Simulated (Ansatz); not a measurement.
Basis sets compared for Si(NH2)2H2 (SiN₂H₆). Charge 0, multiplicity 1. Geometry PBE-D4/def2-TZVP. Ansatz on 4 threads of Arm Neoverse V1 on a shared host; times are rough, and most runs start from earlier orbitals.

```xyz
9

Si    0.018   -0.534   -0.132
N    -0.631    0.732   -1.109
H    -1.406    1.298   -0.776
H    -0.649    0.628   -2.119
N     0.604    0.172    1.329
H     1.342    0.870    1.311
H     0.633   -0.383    2.179
H     1.016   -1.189   -1.043
H    -0.928   -1.593    0.360
```

Binding counts from free atoms (Si triplet, N quartet, H doublet) in the same basis, without a counterpoise term.

```csv
level,functions,energy (Eh),HOMO (eV),LUMO (eV),binding per atom (eV),wall time
PBE-D4/def2-SVP,76,-402.1835,-5.48,0.85,3.43,0.5 s
PBE-D4/def2-TZVP,135,-402.4312,-5.82,0.16,3.47,0.85 s
r2SCAN-D4/def2-TZVP (with forces),135,-402.6307,-6.13,0.76,3.41,2 s
PBE0-D4/def2-SVP,76,-402.2266,-6.97,1.77,3.37,0.55 s
PBE0-D4/def2-TZVP,135,-402.4700,-7.23,0.99,3.41,1.1 s
```

Question: Estimate the rows for PBE-D4/def2-TZVPD, r2SCAN-D4/def2-TZVPD, PBE0-D4/def2-TZVPD.

Answer: 
| level | functions | energy (Eh) | HOMO (eV) | LUMO (eV) | binding per atom (eV) | wall time |
| --- | --- | --- | --- | --- | --- | --- |
| PBE-D4/def2-TZVPD | 171 | -402.4341 | -5.92 | -0.40 | 3.47 | 1.1 s |
| r2SCAN-D4/def2-TZVPD | 171 | -402.6327 | -6.20 | 0.28 | 3.42 | 2.5 s |
| PBE0-D4/def2-TZVPD | 171 | -402.4724 | -7.30 | 0.27 | 3.41 | 1.5 s |
